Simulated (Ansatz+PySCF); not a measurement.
Values are calculated unless marked as measured or tabulated.
Input for PySCF 2.14.0:

```python
from pyscf import gto, dft

mol = gto.M(atom="""
O 0.000000 0.000000 -0.358990
H 0.000000 2.262520 1.435950
H 0.000000 -2.262520 1.435950
""", basis='cc-pvdz', charge=0, spin=0)
mf = dft.RKS(mol, xc='wb97x')
mf.kernel()
print(mf.converged, mf.e_tot, mf.spin_square()[0])
```

The script is written out from the run's settings.

Output:

- Converged: yes
- Total energy: -75.82731 hartree
- Spin squared of the determinant: 0.000
- Cycles: 22

Caution: charge can spread falsely over distant fragments; an unrestricted determinant lies well below.
